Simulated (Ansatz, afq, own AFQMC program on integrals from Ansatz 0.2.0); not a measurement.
# B2H2, triplet in 6-31G along one coordinate

| atom | x (Å) | y (Å) | z (Å) |
| --- | --- | --- | --- |
| B | 0.0000 | 0.0000 | 0.5338 |
| B | 0.0000 | 0.0000 | -0.7412 |
| H | 0.0000 | 1.0479 | 1.1122 |
| H | 0.0000 | -1.0479 | 1.1122 |

The B1–B2 distance is changed with both sides rigid. Energies in kJ/mol count from this geometry (1.275 Å) at the same level; the start stands on UHF, each point on the determinant named.

Basis 6-31G. Noble-gas cores (and the filled d shells of Ga–Kr and In–Xe) are frozen. AFQMC by an in-house program on the Cholesky factors that Ansatz 0.2.0 writes for its CCSD(T) run. The CISD trial takes its coefficients from CCSD amplitudes. Released means that phaseless walkers are propagated on without the constraint, phases kept. ± is one standard error of the sampling.

Cautions, each for one point or more: lower spins were not checked; raised T1 diagnostic.

```json
{"r(B1–B2) / Å": "1.903", "det.": "UHF", "T1": "0.043", "weight": "0.89", "⟨S²⟩": "2.00", "PBE": "-144.0", "MP2": "-165.9", "CCSD(T)": "-180.6"}
{"r(B1–B2) / Å": "3.447", "det.": "UHF", "T1": "0.012", "weight": "0.91", "⟨S²⟩": "2.01", "PBE": "163.9", "MP2": "97.2", "CCSD(T)": "75.0"}
{"r(B1–B2) / Å": "5.501", "det.": "UHF", "T1": "0.005", "weight": "0.91", "⟨S²⟩": "2.00", "PBE": "196.9", "MP2": "104.6", "CCSD(T)": "83.5"}
```

Estimate the curve of full CI, counted from the same start.


```csv
r(B1–B2) / Å,det.,T1,weight,⟨S²⟩,FCI,ph-AFQMC/CISD,released AFQMC,CCSDT(Q)
1.903,UHF,0.043,0.89,2.00,-182.3,-181.1 ± 0.3,-181.7 ± 0.2,-182.2
3.447,UHF,0.012,0.91,2.01,75.6,76.3 ± 0.2,76.0 ± 0.1,75.7
5.501,UHF,0.005,0.91,2.00,84.6,84.9 ± 0.2,84.9 ± 0.1,84.6
```

Weight is that of the determinant in the CISD state; at the start T1 is 0.023 and the weight 0.93, and ⟨S²⟩ is 2.01. Largest departures from full CI: CCSD(T) 1.7 kJ/mol at 1.903 (on UHF), ph-AFQMC/CISD 1.1 kJ/mol at 1.903 (on UHF), released AFQMC 0.6 kJ/mol at 1.903 (on UHF), CCSDT(Q) 0.1 kJ/mol at 1.903 (on UHF), PBE 112.3 kJ/mol at 5.501, MP2 21.6 kJ/mol at 3.447 (on UHF). Functionals count only at points shown to share the start's state and spin. In this small basis the wave-function levels are far from their limit, so their gap to the functionals isn't the functionals' error.

CCSDT and higher add their correlation energy to the determinant of the CCSD(T) run, since their own runs factorise the integrals more tightly (a shift of under 2 meV). A walk keeps the symmetry of its determinant, which the program's search chose and which needn't be the lowest solution, so a lower state of the same spin and another symmetry isn't excluded. Released energies are given only where the last usable release times agree within the noise; a slower fall can still hide under it.
